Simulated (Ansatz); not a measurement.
`O=S(=O)(F)F`. The species carries charge 0 and has multiplicity 1.

```json
{"atom": "O1", "x (Å)": "1.152", "y (Å)": "-0.930", "z (Å)": "-0.053"}
{"atom": "S2", "x (Å)": "-0.003", "y (Å)": "-0.131", "z (Å)": "-0.080"}
{"atom": "O3", "x (Å)": "-1.178", "y (Å)": "-0.443", "z (Å)": "-0.781"}
{"atom": "F4", "x (Å)": "-0.386", "y (Å)": "0.204", "z (Å)": "1.373"}
{"atom": "F5", "x (Å)": "0.415", "y (Å)": "1.301", "z (Å)": "-0.459"}
```

(1) What are the harmonic wavenumbers in cm⁻¹ at PBE0-D4/def2-TZVP (Ansatz, finite differences of forces, unscaled)? (Best estimate.)

(2) Is this a minimum?

(3) Give the ideal-gas thermochemistry at 298.15 K and 1 bar (rigid rotor, harmonic oscillator; point group C2v, symmetry number 2).

(4) And at 400, 500, 600, 800 and 1000 K?

## Answers

(1) Ansatz gave: 381, 382, 539, 541, 550, 863, 900, 1299, 1538.

(2) Yes, all 9 modes are real.

(3) Zero-point energy 41.8 kJ/mol; H(298) − E = 55.3 kJ/mol; entropy 283.8 J/(mol·K), of which translation 166.5, rotation 100.2, vibration 17.1; G(298) − E = -29.3 kJ/mol.

(4) 
| T (K) | H − E (kJ/mol) | S (J/mol/K) | G − E (kJ/mol) |
| --- | --- | --- | --- |
| 400 | 62.6 | 304.6 | -59.3 |
| 500 | 70.6 | 322.5 | -90.6 |
| 600 | 79.2 | 338.2 | -123.7 |
| 800 | 97.8 | 364.9 | -194.1 |
| 1000 | 117.4 | 386.7 | -269.3 |
